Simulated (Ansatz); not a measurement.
System: C$_{5}$H$_{4}$N (charge 0, doublet). It need not be the lowest isomer of its formula. 
Coordinates optimised at B3LYP-D3(BJ)/def2-TZVP (Ansatz, a first-principles code):
```
C
H 1 1.0815
C 1 1.3846 2 120.08
N 3 1.3457 1 120.64 2 -180.00
C 4 1.2787 3 119.04 1 0.00
H 3 1.0830 4 117.35 5 -180.00
C 5 1.3882 4 126.36 3 0.00
H 7 1.0804 5 122.58 4 180.00
C 7 1.3898 8 122.16 5 180.00
H 9 1.0835 7 120.13 8 0.00
```
Charge 0, spin multiplicity 2.

Question: Give the harmonic wavenumbers at B3LYP-D3(BJ)/def2-TZVP (Ansatz, finite differences of forces, unscaled).

Answer: 386, 427, 580, 664, 716, 753, 891, 958, 970, 1002, 1039, 1075, 1112, 1169, 1264, 1333, 1427, 1503, 1572, 1665, 3169, 3178, 3201, 3208 cm⁻¹. Zero-point energy 47.5 kcal/mol.

Question: From these and the geometry, give the ideal-gas thermochemistry at 298.15 K and 1 atm (rigid rotor, harmonic oscillator).

Answer: Point group Cs, rotational symmetry number 1. Rotational constants 6.576, 5.935, 3.119 GHz. S(trans) 38.98, S(rot) 25.38, S(vib) 4.06, S(elec, spin only) 1.38, S 69.8 cal/(mol K). H(298) - H(0) 3.26 kcal/mol; G - E(el) 30.0 kcal/mol.
